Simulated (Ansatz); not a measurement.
From input file to script: CH₂O₂, SMILES O=CO in Ansatz 0.2.0.

```yaml
crystal:
  periodic: [false, false, false]
  atoms:
    - { symbol: O, position_ang: [-0.3537, -0.4125, 1.2159] }
    - { symbol: C, position_ang: [-0.2526, -0.3556, -0.0036] }
    - { symbol: O, position_ang: [0.4489, 0.595, -0.6259] }
    - { symbol: H, position_ang: [-0.5885, -1.0598, -0.7296] }
    - { symbol: H, position_ang: [0.7958, 1.1593, 0.1017] }
basis:
  gaussian:
    orbitals: def2-SVP
hamiltonian:
  xc: b3lyp
md:
  timestep: 0.5
  n_steps: 40
  ensemble: nve
  temperature: 300.0
  initial_velocities: maxwell_boltzmann
  seed: 78
```

Script `md.py`:
```python
"""A short Born-Oppenheimer trajectory of CH2O2."""

import ansatz as az
import numpy as np


def main() -> None:
    molecule = (
        az.Crystal.molecule()
        .atom("O", [-0.3537, -0.4125, 1.2159])
        .atom("C", [-0.2526, -0.3556, -0.0036])
        .atom("O", [0.4489, 0.595, -0.6259])
        .atom("H", [-0.5885, -1.0598, -0.7296])
        .atom("H", [0.7958, 1.1593, 0.1017])
    )

    calc = (
        molecule.calculation()
        .basis(gaussian="def2-SVP")
        .functional("b3lyp")
        .md("nve", timestep=0.5, steps=40, temperature=300, initial_velocities="maxwell_boltzmann", seed=78)
    )
    frames = []
    calc.session().plan().execute(on_event=lambda e: frames.append(e["data"]) if e["event"] == "md_step" else None)
    print("t (fs)   E_pot (eV)      E_kin (eV)   T (K)   d(0-1) (A)")
    for f in frames[::1]:
        xyz = np.array(f["positions_ang"])
        print(f"{f['time_fs']:6.2f} {f['lagrangian_ev']:14.5f} {f['e_kin_ev']:10.5f} {f['temperature_k']:8.1f} {np.linalg.norm(xyz[0] - xyz[1]):9.4f}")
    kept = np.array([f["conserved_ev"] for f in frames])
    print(f"conserved energy moves by at most {1000 * np.ptp(kept):.3f} meV")
    symbols = [site.symbol for site in molecule.cartesian_sites]
    with open("last_frame.xyz", "w") as handle:
        handle.write(f"{len(symbols)}\nt = {frames[-1]['time_fs']} fs\n")
        handle.writelines("{:2s} {:10.5f} {:10.5f} {:10.5f}\n".format(s, *xyz) for s, xyz in zip(symbols, frames[-1]["positions_ang"]))


if __name__ == "__main__":
    main()
```

Running `python md.py` prints:
```text
t (fs)   E_pot (eV)      E_kin (eV)   T (K)   d(0-1) (A)
  0.00    -5159.71191    0.11633    300.0    1.2250
  0.50    -5159.71519    0.11948    308.1    1.2260
  1.00    -5159.71545    0.11970    308.7    1.2262
  1.50    -5159.71191    0.11624    299.8    1.2256
  2.00    -5159.70547    0.10993    283.5    1.2243
  2.50    -5159.69799    0.10258    264.5    1.2224
  3.00    -5159.69126    0.09591    247.3    1.2199
  3.50    -5159.68603    0.09064    233.7    1.2169
  4.00    -5159.68179    0.08633    222.6    1.2136
  4.50    -5159.67751    0.08202    211.5    1.2100
  5.00    -5159.67297    0.07757    200.0    1.2062
  5.50    -5159.66988    0.07469    192.6    1.2024
  6.00    -5159.67154    0.07652    197.3    1.1986
  6.50    -5159.68050    0.08540    220.2    1.1949
  7.00    -5159.69561    0.10014    258.2    1.1914
  7.50    -5159.71110    0.11509    296.8    1.1881
  8.00    -5159.71910    0.12275    316.5    1.1853
  8.50    -5159.71441    0.11811    304.6    1.1828
  9.00    -5159.69796    0.10213    263.4    1.1807
  9.50    -5159.67699    0.08182    211.0    1.1790
 10.00    -5159.66170    0.06707    173.0    1.1779
 10.50    -5159.66038    0.06591    170.0    1.1772
 11.00    -5159.67554    0.08081    208.4    1.1770
 11.50    -5159.70316    0.10788    278.2    1.1774
 12.00    -5159.73479    0.13893    358.3    1.1784
 12.50    -5159.76111    0.16479    425.0    1.1800
 13.00    -5159.77486    0.17834    459.9    1.1822
 13.50    -5159.77282    0.17642    454.9    1.1850
 14.00    -5159.75670    0.16069    414.4    1.1882
 14.50    -5159.73278    0.13734    354.2    1.1919
 15.00    -5159.70992    0.11498    296.5    1.1960
 15.50    -5159.69588    0.10114    260.8    1.2002
 16.00    -5159.69374    0.09882    254.8    1.2046
 16.50    -5159.70076    0.10542    271.9    1.2088
 17.00    -5159.71049    0.11473    295.9    1.2129
 17.50    -5159.71628    0.12026    310.1    1.2167
 18.00    -5159.71384    0.11775    303.6    1.2201
 18.50    -5159.70198    0.10599    273.3    1.2229
 19.00    -5159.68234    0.08658    223.3    1.2250
 19.50    -5159.65877    0.06334    163.3    1.2264
 20.00    -5159.63683    0.04179    107.8    1.2269
conserved energy moves by at most 2.042 meV
```

Reading the output:
- Total energies depend on the basis set; only differences at equal settings carry meaning.
- The trajectory is only some femtoseconds long, so its temperature is not equilibrated; where the script doesn't relax first, it starts from a rough generated geometry.
- b3lyp holds the VWN-RPA fit, as in Gaussian; the form of ORCA and Turbomole is b3lyp5.
- The temperature counts the internal degrees of freedom alone.
- Wall time of the script: 31 s on 1 thread of Arm Neoverse V2, on a shared host, peak memory 0.17 GiB.

(Lines on the test bed's own set-up are left out of the output.)
